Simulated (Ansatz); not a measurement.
# B₂SiH+ (quintet): from Hartree-Fock to the top rungs, cc-pVDZ

Aim: climb from Hartree-Fock through coupled cluster for B₂SiH+ (quintet) at one geometry and basis, and see what each rung misses.

The runs use Ansatz 0.2.0, Gaussian basis; cc-pVDZ, core rule «outside noble gas», up to 7 orbitals frozen.

Plan: UHF; CCSD(T) on ROHF; CCSD(T) on UHF; BCCD(T) on ROHF; CISD as a restricted active space (open shells left free, so some higher excitations enter); CCSDT(Q) on ROHF; CCSDT(Q) on UHF.

19 further runs of the same task are left out: 5 that didn't finish, 14 set aside as unsound or not needed. Runs told in other sessions of the task aren't counted.

## 1. The geometry

The geometry is a PBE0/def2-TZVP stationary point (not a proven minimum) of the parent state, kept for this charge and spin.

4 atoms, charge 1, spin multiplicity 5.

Atoms are counted from 1 here; the program's logs count them from 0.

Bond lengths: B1–Si2 1.995 Å, B1–B3 1.731 Å, Si2–B3 1.946 Å, B3–H4 1.188 Å. Angles: Si2–B1–B3 62.5°, B1–Si2–B3 52.1°, B1–B3–Si2 65.4°, B1–B3–H4 134.1°, Si2–B3–H4 160.5°.

## 2. UHF

File in.yaml:

```yaml
crystal:
  periodic: [false, false, false]
  atoms:
    - {symbol: B, position_ang: [0.000000, -1.102278, -0.760213]}
    - {symbol: Si, position_ang: [0.000000, 0.151019, 0.792273]}
    - {symbol: B, position_ang: [0.000000, 0.594686, -1.102049]}
    - {symbol: H, position_ang: [0.000000, 1.236325, -2.101784]}
basis:
  gaussian: {orbitals: cc-pVDZ}
total_charge: 1
magnetization: {spin_polarized: true, initial_magnetization: 4}
hamiltonian: {xc: hf}
output: {orbitals: {seedname: orbitals}}
```

Command:

```bash
$ ansatz run in.yaml --threads 1 --pin off --events-out ev --progress --plain --max-ram 2393MiB
```

The runs that follow: CCSD(T) on ROHF; CCSD(T) on UHF; BCCD(T) on ROHF; CISD as a restricted active space (open shells left free, so some higher excitations enter); CCSDT(Q) on ROHF; CCSDT(Q) on UHF.

**Question.** What will the summary of the whole plan be? Wanted: UCCSDT(Q) from the RHF energy; RMP2 from UCCSDT(Q); UMP2 from UCCSDT(Q); RCCSD from UCCSDT(Q); RCCSD(T) from UCCSDT(Q); UCCSD(T) from UCCSDT(Q); RCCSDT(Q) from UCCSDT(Q); T1 diagnostic.

**Answer**, as computed:

```
                         quantity                      value
    UCCSDT(Q) from the ROHF energy                 -5.8277 eV
              RMP2 from UCCSDT(Q)                +1354.4 meV
              UMP2 from UCCSDT(Q)                +1366.2 meV
             RCCSD from UCCSDT(Q)                 +320.1 meV
          RCCSD(T) from UCCSDT(Q)                  +71.5 meV
          UCCSD(T) from UCCSDT(Q)                  +71.0 meV
         RCCSDT(Q) from UCCSDT(Q)                   +1.2 meV
levels within 1 kcal/mol (43 meV)  RCCSDT, UCCSDT, RCCSDT(Q)
                    T1 diagnostic                      0.043
```

RCCSD(T) misses by +71.5 meV, 1.2 % of the correlation energy. These misses are within one basis, not against nature; the frozen cores of restricted and unrestricted runs differ, which can shift their rows.

With open shells the CI space here admits some higher excitations, so it is larger than plain CISD.
